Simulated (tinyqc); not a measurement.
Worked calculation (part 2 of 2): MP2 on RHF in the sto-6g basis, frozen core, for CH3-, spin multiplicity 1. The basis has no diffuse functions, so it cannot describe the extra electron: this is an exercise in the method, not the real anion. Computed by tinyqc, a small Python program that keeps every step (integrals from PySCF). Command: `OMP_NUM_THREADS=1 python tinyqc.py 26415 26416 out.jsonl` (the two numbers bound the seeds that draw the settings). One thread of a shared host (Intel(R) Xeon(R) Processor @ 2.60GHz), about 0.2 s of CPU time with the checks.

Geometry (angstrom):

| atom | x | y | z |
|---|---|---|---|
| C | 0.000000 | 0.000000 | 0.060000 |
| H | 1.171000 | 0.000000 | 0.000000 |
| H | -0.586000 | 1.014000 | 0.000000 |
| H | -0.586000 | -1.014000 | 0.000000 |

## Iteration 8 (converged): orbitals

converged F (hartree):
```
             1C 1s      1C 2s     1C 2px     1C 2py     1C 2pz      2H 1s      3H 1s      4H 1s
1C 1s   -10.545562  -2.724697  -0.000001   0.000000   0.004881  -0.604095  -0.603892  -0.603892
1C 2s    -2.724697  -0.897629  -0.000007   0.000000   0.008027  -0.446674  -0.446561  -0.446561
1C 2px   -0.000001  -0.000007   0.303003   0.000000  -0.000003  -0.226638   0.113365   0.113365
1C 2py    0.000000   0.000000   0.000000   0.303230   0.000000   0.000000  -0.196221   0.196221
1C 2pz    0.004881   0.008027  -0.000003   0.000000   0.217244   0.017037   0.017030   0.017030
2H 1s    -0.604095  -0.446674  -0.226638   0.000000   0.017037  -0.056900  -0.124018  -0.124018
3H 1s    -0.603892  -0.446561   0.113365  -0.196221   0.017030  -0.124018  -0.056766  -0.124080
4H 1s    -0.603892  -0.446561   0.113365   0.196221   0.017030  -0.124018  -0.124080  -0.056766
```

X:
```
            1C 1s      1C 2s     1C 2px     1C 2py     1C 2pz      2H 1s      3H 1s      4H 1s
1C 1s    1.026435  -0.155440   0.000005   0.000000   0.001428   0.021822   0.021822   0.021822
1C 2s   -0.155440   1.339398  -0.000034   0.000000  -0.015586  -0.293046  -0.292969  -0.292969
1C 2px   0.000005  -0.000034   1.157486   0.000000   0.000001  -0.305086   0.152618   0.152618
1C 2py   0.000000   0.000000   0.000000   1.157278   0.000000   0.000000  -0.264063   0.264063
1C 2pz   0.001428  -0.015586   0.000001   0.000000   1.000768   0.014496   0.014491   0.014491
2H 1s    0.021822  -0.293046  -0.305086   0.000000   0.014496   1.211161  -0.026213  -0.026213
3H 1s    0.021822  -0.292969   0.152618  -0.264063   0.014491  -0.026213   1.211065  -0.026173
4H 1s    0.021822  -0.292969   0.152618   0.264063   0.014491  -0.026213  -0.026173   1.211065
```

Diagonalise F' = X^T F X, C = X C', fill 5 alpha and 5 beta electrons from the bottom; D = 2 C_occ C_occ^T. Each column has its largest component positive (the first on a tie).

F' = X^T F X (hartree):
```
            1          2          3          4          5          6          7          8
1  -10.335213  -1.485706   0.000017   0.000000   0.007928  -0.086240  -0.086173  -0.086173
2   -1.485706   0.077631  -0.000063   0.000000  -0.022515  -0.400401  -0.400306  -0.400306
3    0.000017  -0.000063   0.655505   0.000000  -0.000001  -0.488595   0.244403   0.244403
4    0.000000   0.000000   0.000000   0.655358   0.000000   0.000000  -0.422978   0.422978
5    0.007928  -0.022515  -0.000001   0.000000   0.219044   0.025373   0.025361   0.025361
6   -0.086240  -0.400401  -0.488595   0.000000   0.025373   0.357446  -0.044399  -0.044399
7   -0.086173  -0.400306   0.244403  -0.422978   0.025361  -0.044399   0.357428  -0.044332
8   -0.086173  -0.400306   0.244403   0.422978   0.025361  -0.044399  -0.044332   0.357428
```

orbital energies (hartree): MO1 -10.548569, MO2 -0.386412, MO3 -0.083097, MO4 -0.082914, MO5 0.216313, MO6 0.948811, MO7 1.140031, MO8 1.140463

coefficients C:
```
              MO1        MO2        MO3        MO4        MO5        MO6        MO7        MO8
1C 1s    0.995189  -0.198443  -0.000009   0.000000  -0.017279  -0.221542   0.000000   0.000092
1C 2s    0.022007   0.587408   0.000024   0.000000   0.084091   1.312755   0.000000  -0.000513
1C 2px  -0.000001   0.000018   0.438354   0.000000   0.000008   0.000346   0.000000   1.134585
1C 2py   0.000000   0.000000   0.000000   0.438395   0.000000   0.000000   1.134266   0.000000
1C 2pz  -0.000727  -0.017402  -0.000001   0.000000   0.996659  -0.093701   0.000000   0.000026
2H 1s   -0.004251   0.269015   0.592797   0.000000  -0.023152  -0.679579   0.000000  -0.872792
3H 1s   -0.004250   0.268913  -0.296473   0.513502  -0.023133  -0.678856  -0.755926   0.436889
4H 1s   -0.004250   0.268913  -0.296473  -0.513502  -0.023133  -0.678856   0.755926   0.436889
```

D after iteration 8:
```
            1C 1s      1C 2s     1C 2px     1C 2py     1C 2pz      2H 1s      3H 1s      4H 1s
1C 1s    2.060160  -0.192239  -0.000017   0.000000  -0.028983  -0.114440  -0.114383  -0.114383
1C 2s   -0.192239   0.705207   0.000043   0.000000   0.147144   0.311990   0.311831   0.311831
1C 2px  -0.000017   0.000043   0.384308   0.000000   0.000014   0.519719  -0.259911  -0.259911
1C 2py   0.000000   0.000000   0.000000   0.384381   0.000000   0.000000   0.450234  -0.450234
1C 2pz  -0.028983   0.147144   0.000014   0.000000   1.987265  -0.055507  -0.055464  -0.055464
2H 1s   -0.114440   0.311990   0.519719   0.000000  -0.055507   0.848662  -0.205706  -0.205706
3H 1s   -0.114383   0.311831  -0.259911   0.450234  -0.055464  -0.205706   0.848896  -0.205842
4H 1s   -0.114383   0.311831  -0.259911  -0.450234  -0.055464  -0.205706  -0.205842   0.848896
```

## Convergence

Stop when the energy changes by less than 1e-10 hartree and every element of the error matrix X^T (F D S - S D F) X is below 3e-06.

Course of the cycle:

| iteration | E (hartree) | change | largest element of the error matrix |
|---|---|---|---|
| 1 | -38.73734040 | - | 5.51e-01 |
| 2 | -39.14944200 | -4.12e-01 | 7.93e-02 |
| 3 | -39.15904122 | -9.60e-03 | 1.36e-02 |
| 4 | -39.15962731 | -5.86e-04 | 2.42e-03 |
| 5 | -39.15964516 | -1.79e-05 | 2.93e-04 |
| 6 | -39.15964536 | -1.97e-07 | 1.77e-05 |
| 7 | -39.15964536 | -4.68e-10 | 4.94e-07 |
| 8 | -39.15964536 | -3.91e-13 | 3.68e-08 |

PySCF RHF in the same basis = -39.15964536 hartree

Converged in 8 iterations.

## Integrals over molecular orbitals

core Hamiltonian H = T + V (hartree):
```
             1C 1s      1C 2s     1C 2px     1C 2py     1C 2pz      2H 1s      3H 1s      4H 1s
1C 1s   -19.293135  -4.440498   0.000007   0.000000   0.002371  -0.983366  -0.983031  -0.983031
1C 2s    -4.440498  -5.995311   0.000082   0.000000   0.023813  -2.321593  -2.321119  -2.321119
1C 2px    0.000007   0.000082  -5.063079   0.000000  -0.000002  -1.975320   0.988274   0.988274
1C 2py    0.000000   0.000000   0.000000  -5.062891   0.000000   0.000000  -1.710015   1.710015
1C 2pz    0.002371   0.023813  -0.000002   0.000000  -4.898802   0.106300   0.106272   0.106272
2H 1s    -0.983366  -2.321593  -1.975320   0.000000   0.106300  -3.658711  -0.573201  -0.573201
3H 1s    -0.983031  -2.321119   0.988274  -1.710015   0.106272  -0.573201  -3.658474  -0.573649
4H 1s    -0.983031  -2.321119   0.988274   1.710015   0.106272  -0.573201  -0.573649  -3.658474
```

Given earlier and not repeated: Two-electron integrals (ij|kl) in chemists' order.

(pq|rs) = sum C_ip C_jq C_kr C_ls (ij|kl), one index at a time.

one-electron integrals over orbitals h = C^T H C (hartree):
```
            1          2          3          4          5          6          7          8
1  -19.279371   0.356812   0.000020   0.000000   0.028143   0.392388   0.000000  -0.000149
2    0.356812  -4.726346  -0.000016   0.000000  -0.032096  -1.020287   0.000000   0.000484
3    0.000020  -0.000016  -4.139948   0.000000  -0.000004  -0.000276   0.000000  -0.981495
4    0.000000   0.000000   0.000000  -4.139693   0.000000   0.000000  -0.981300   0.000000
5    0.028143  -0.032096  -0.000004   0.000000  -4.895145   0.053552   0.000000  -0.000011
6    0.392388  -1.020287  -0.000276   0.000000   0.053552  -3.823416   0.000000  -0.000066
7    0.000000   0.000000   0.000000  -0.981300   0.000000   0.000000  -4.174387   0.000000
8   -0.000149   0.000484  -0.981495   0.000000  -0.000011  -0.000066   0.000000  -4.174357
```

Two-electron integrals over orbitals (pq|rs), unique and non-zero (hartree); the lowest 1 orbital is frozen and left out:
```
(22|22) 0.481253    (32|22) 0.000016    (32|32) 0.121257    (33|22) 0.458225
(33|32) 0.069573    (33|33) 0.510420    (42|42) 0.121199    (43|42) -0.069600
(43|43) 0.055711    (44|22) 0.458189    (44|32) -0.069618   (44|33) 0.399085
(44|44) 0.510452    (52|22) -0.003029   (52|32) -3.93e-07   (52|33) -0.001656
(52|44) -0.001655   (52|52) 0.081783    (53|22) -4.38e-07   (53|32) -0.001720
(53|33) -0.002014   (53|44) 0.002015    (53|52) 2.81e-06    (53|53) 0.016898
(54|42) -0.001717   (54|43) 0.002014    (54|54) 0.016895    (55|22) 0.519097
(55|32) 0.000012    (55|33) 0.457962    (55|44) 0.457942    (55|52) 0.016981
(55|53) 9.94e-07    (55|55) 0.674103    (62|22) 0.070274    (62|32) -3.85e-06
(62|33) 0.031918    (62|44) 0.031955    (62|52) -0.002109   (62|53) 2.01e-06
(62|55) 0.141108    (62|62) 0.083130    (63|22) 0.000006    (63|32) -0.047424
(63|33) -0.047249   (63|44) 0.047281    (63|52) 2.78e-06    (63|53) 0.002525
(63|55) 0.000033    (63|62) 0.000055    (63|63) 0.066995    (64|42) -0.047337
(64|43) 0.047247    (64|54) 0.002523    (64|64) 0.066922    (65|22) -0.008083
(65|32) 3.53e-06    (65|33) -0.003014   (65|44) -0.003018   (65|52) 0.071658
(65|53) 0.000008    (65|55) 0.001536    (65|62) -0.010188   (65|63) -2.90e-06
(65|65) 0.069509    (66|22) 0.465177    (66|32) 0.000097    (66|33) 0.451352
(66|44) 0.451225    (66|52) -0.010559   (66|53) -2.68e-06   (66|55) 0.498507
(66|62) 0.051981    (66|63) -0.000044   (66|65) -0.013854   (66|66) 0.472943
(72|42) 0.012459    (72|43) 0.017426    (72|54) 0.003200    (72|64) 0.044217
(72|72) 0.054100    (73|42) 0.045322    (73|43) -0.024363   (73|54) -0.001561
(73|64) -0.032317   (73|72) -0.005842   (73|73) 0.032585    (74|22) 0.069419
(74|32) 0.045342    (74|33) 0.059973    (74|44) 0.011268    (74|52) 0.005782
(74|53) -0.001562   (74|55) 0.123963    (74|62) 0.077626    (74|63) -0.032326
(74|65) -0.002342   (74|66) 0.045372    (74|74) 0.110274    (75|42) 0.007507
(75|43) -0.003695   (75|54) 0.018102    (75|64) -0.002505   (75|72) 0.002781
(75|73) 0.002675    (75|75) 0.025796    (76|42) 0.107248    (76|43) -0.060401
(76|54) -0.001968   (76|64) -0.043191   (76|72) 0.012160    (76|73) 0.045406
(76|75) 0.006577    (76|76) 0.108412    (77|22) 0.500316    (77|32) -0.025125
(77|33) 0.442393    (77|44) 0.508145    (77|52) 0.003827    (77|53) 0.001759
(77|55) 0.544255    (77|62) 0.084481    (77|63) 0.034150    (77|65) -0.002821
(77|66) 0.493725    (77|74) 0.080422    (77|77) 0.579815    (82|22) -0.000041
(82|32) 0.012451    (82|33) -0.017438   (82|44) 0.017394    (82|52) 1.21e-06
(82|53) 0.003201    (82|55) -0.000061   (82|62) -3.46e-06   (82|63) 0.044219
(82|65) 3.86e-06    (82|66) -0.000032   (82|74) -0.005875   (82|77) 0.025602
(82|82) 0.054094    (83|22) 0.069426    (83|32) -0.045280   (83|33) 0.011348
(83|44) 0.059970    (83|52) 0.005783    (83|53) 0.001561    (83|55) 0.123976
(83|62) 0.077641    (83|63) 0.032335    (83|65) -0.002345   (83|66) 0.045298
(83|74) 0.048054    (83|77) 0.091743    (83|82) 0.005801    (83|83) 0.110222
(84|42) 0.045327    (84|43) -0.024375   (84|54) -0.001563   (84|64) -0.032340
(84|72) -0.005865   (84|73) 0.029666    (84|75) 0.002675    (84|76) 0.045413
(84|84) 0.032601    (85|22) 3.49e-06    (85|32) 0.007512    (85|33) 0.003696
(85|44) -0.003696   (85|52) -0.000029   (85|53) 0.018103    (85|55) -1.66e-06
(85|62) 3.68e-06    (85|63) -0.002512   (85|65) -0.000019   (85|66) 0.000011
(85|74) 0.002677    (85|77) -0.000694   (85|82) 0.002781    (85|83) -0.002673
(85|85) 0.025798    (86|22) 0.000020    (86|32) 0.107308    (86|33) 0.060405
(86|44) -0.060436   (86|52) 3.95e-06    (86|53) -0.001972   (86|55) 0.000011
(86|62) -1.08e-06   (86|63) -0.043302   (86|65) 0.000007    (86|66) 0.000098
(86|74) 0.045434    (86|77) -0.022055   (86|82) 0.012122    (86|83) -0.045365
(86|85) 0.006581    (86|86) 0.108477    (87|42) -0.025173   (87|43) 0.032922
(87|54) 0.001759    (87|64) 0.034142    (87|72) 0.025644    (87|73) -0.005687
(87|75) -0.000697   (87|76) -0.022082   (87|84) -0.005700   (87|87) 0.034230
(88|22) 0.500350    (88|32) 0.025049    (88|33) 0.508117    (88|44) 0.442439
(88|52) 0.003828    (88|53) -0.001756   (88|55) 0.544287    (88|62) 0.084451
(88|63) -0.034069   (88|65) -0.002819   (88|66) 0.493800    (88|74) 0.091714
(88|77) 0.511452    (88|82) -0.025690   (88|83) 0.080506    (88|85) 0.000690
(88|86) 0.021991    (88|88) 0.579839
```

## Second-order Moller-Plesset energy

Hartree-Fock energy = -39.15964536 hartree

E2 = sum_ijab (ia|jb) [2 (ia|jb) - (ib|ja)] / (e_i + e_j - e_a - e_b) over occupied i, j and virtual a, b; the opposite-spin part is (ia|jb)^2 / denominator, the rest is same-spin, and SCS-MP2 scales them by 6/5 and 1/3.

Terms (the 40 largest of 74):

| i | j | a | b | (ia\|jb) | (ib\|ja) | denominator | term |
|---|---|---|---|---|---|---|---|
| 4 | 4 | 7 | 7 | 0.110274 | 0.110274 | -2.445890 | -0.004972 |
| 3 | 3 | 8 | 8 | 0.110222 | 0.110222 | -2.447120 | -0.004965 |
| 3 | 2 | 8 | 6 | 0.077641 | 0.044219 | -2.558783 | -0.003370 |
| 2 | 3 | 6 | 8 | 0.077641 | 0.044219 | -2.558783 | -0.003370 |
| 4 | 2 | 7 | 6 | 0.077626 | 0.044217 | -2.558168 | -0.003369 |
| 2 | 4 | 6 | 7 | 0.077626 | 0.044217 | -2.558168 | -0.003369 |
| 5 | 5 | 6 | 6 | 0.069509 | 0.069509 | -1.464995 | -0.003298 |
| 2 | 2 | 6 | 6 | 0.083130 | 0.083130 | -2.670446 | -0.002588 |
| 3 | 3 | 6 | 6 | 0.066995 | 0.066995 | -2.063815 | -0.002175 |
| 4 | 4 | 6 | 6 | 0.066922 | 0.066922 | -2.063449 | -0.002170 |
| 3 | 4 | 8 | 7 | 0.048054 | 0.029666 | -2.446505 | -0.001305 |
| 4 | 3 | 7 | 8 | 0.048054 | 0.029666 | -2.446505 | -0.001305 |
| 2 | 2 | 7 | 7 | 0.054100 | 0.054100 | -3.052887 | -0.000959 |
| 2 | 2 | 8 | 8 | 0.054094 | 0.054094 | -3.053751 | -0.000958 |
| 4 | 4 | 6 | 8 | -0.032340 | -0.032340 | -2.255101 | -0.000464 |
| 4 | 4 | 8 | 6 | -0.032340 | -0.032340 | -2.255101 | -0.000464 |
| 3 | 4 | 6 | 7 | -0.032326 | -0.032317 | -2.254852 | -0.000464 |
| 4 | 3 | 7 | 6 | -0.032326 | -0.032317 | -2.254852 | -0.000464 |
| 3 | 3 | 6 | 8 | 0.032335 | 0.032335 | -2.255467 | -0.000464 |
| 3 | 3 | 8 | 6 | 0.032335 | 0.032335 | -2.255467 | -0.000464 |
| 3 | 4 | 7 | 6 | -0.032317 | -0.032326 | -2.254852 | -0.000463 |
| 4 | 3 | 6 | 7 | -0.032317 | -0.032326 | -2.254852 | -0.000463 |
| 4 | 4 | 8 | 8 | 0.032601 | 0.032601 | -2.446754 | -0.000434 |
| 3 | 3 | 7 | 7 | 0.032585 | 0.032585 | -2.446256 | -0.000434 |
| 5 | 5 | 7 | 7 | 0.025796 | 0.025796 | -1.847436 | -0.000360 |
| 5 | 5 | 8 | 8 | 0.025798 | 0.025798 | -1.848300 | -0.000360 |
| 2 | 4 | 7 | 6 | 0.044217 | 0.077626 | -2.558168 | -0.000187 |
| 4 | 2 | 6 | 7 | 0.044217 | 0.077626 | -2.558168 | -0.000187 |
| 3 | 2 | 6 | 8 | 0.044219 | 0.077641 | -2.558783 | -0.000187 |
| 2 | 3 | 8 | 6 | 0.044219 | 0.077641 | -2.558783 | -0.000187 |
| 4 | 3 | 8 | 7 | 0.029666 | 0.048054 | -2.446505 | -0.000137 |
| 3 | 4 | 7 | 8 | 0.029666 | 0.048054 | -2.446505 | -0.000137 |
| 5 | 2 | 6 | 6 | -0.010188 | -0.010188 | -2.067721 | -0.000050 |
| 2 | 5 | 6 | 6 | -0.010188 | -0.010188 | -2.067721 | -0.000050 |
| 4 | 2 | 7 | 8 | -0.005875 | -0.005865 | -2.749820 | -0.000013 |
| 2 | 4 | 8 | 7 | -0.005875 | -0.005865 | -2.749820 | -0.000013 |
| 4 | 2 | 8 | 7 | -0.005865 | -0.005875 | -2.749820 | -0.000012 |
| 2 | 4 | 7 | 8 | -0.005865 | -0.005875 | -2.749820 | -0.000012 |
| 3 | 2 | 7 | 7 | -0.005842 | -0.005842 | -2.749571 | -0.000012 |
| 2 | 3 | 7 | 7 | -0.005842 | -0.005842 | -2.749571 | -0.000012 |

Pair energies (hartree; pair i-j sums ij and ji):

| pair | opposite spin | same spin |
|---|---|---|
| 2-2 | -0.004505 | 0 |
| 3-2 | -0.006289 | -0.000873 |
| 3-3 | -0.008501 | 0 |
| 4-2 | -0.006290 | -0.000873 |
| 4-3 | -0.004460 | -0.000276 |
| 4-4 | -0.008504 | 0 |
| 5-2 | -0.000113 | 0 |
| 5-3 | -0.000025 | -2.85e-08 |
| 5-4 | -0.000025 | -2.75e-08 |
| 5-5 | -0.004018 | 0 |

MP2 correlation energy = -0.04475306 hartree

SCS-MP2 correlation energy = -0.05195115 hartree

MP2 total energy = -39.20439842 hartree
